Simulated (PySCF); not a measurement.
Gas-phase reaction: 2 Si₂H₅ + 2 C₄H₁₀ (n-butane) ⇌ 4 CH₃SiH₃ + C₄H₆ (butadiene)

Computed with PySCF (xtb for GFN2) and rigid-rotor harmonic-oscillator thermochemistry at 1 bar. S°(298 K) at PBE0/def2-TZVP differs from the NASA 1993 table for C₄H₁₀ (n-butane) (-9 J/mol/K); whether the harmonic model or the table's entry is off was not settled. † marks an energy on the PBE0/def2-TZVP geometry and frequencies; other levels use their own. MP2 and CCSD(T) freeze the core. 6-31G* has spherical d functions here. Open shells (unrestricted): Si₂H₅ (multiplicity 2); the rest are closed-shell singlets. GFN2 has no spin-polarisation term. B3LYP is the form with VWN-RPA correlation. Si₂H₅: computed as isolated molecules; such fragments, hydroxides, amides, oligomers or adducts are transient or little studied in the gas. MP2 isn't extrapolated to the basis-set limit; its ΔH°(298 K) is -146.9 kJ in def2-SVP and -198.1 kJ in def2-TZVPP. CCSD(T) isn't extrapolated to the basis-set limit. The harmonic model lacks anharmonicity and excited electronic states, which grow with temperature; levels with a mode under 35 cm⁻¹ are left out. Internal rotation in Si₂H₅, C₄H₁₀ (n-butane), CH₃SiH₃, C₄H₆ (butadiene) is treated as a harmonic vibration of one conformer, which makes the entropy rough.

```csv
level,"ΔE electronic, kJ","ΔH°(298 K), kJ","ΔS°(298 K), J/K","ΔG°(600 K), kJ"
B3LYP/6-31G*,-122,-156,115,-226
BLYP/def2-TZVP†,-202,-237,113,-305
CCSD(T)/def2-SVP†,-112,-147,113,-215
GFN2-xTB,-65,-103,118,-175
HF/6-31G*,-81,-118,120,-191
MP2/def2-TZVPP†,-164,-198,113,-267
PBE0/def2-TZVP,-114,-148,113,-217
r2SCAN/def2-TZVP†,-132,-166,113,-235
LDA/def2-TZVP†,-97,-131,113,-200
ωB97X-V/def2-TZVP†,-146,-181,113,-250
```
ΔH° is lowest at BLYP/def2-TZVP† and highest at GFN2-xTB. No reference value is set beside these.
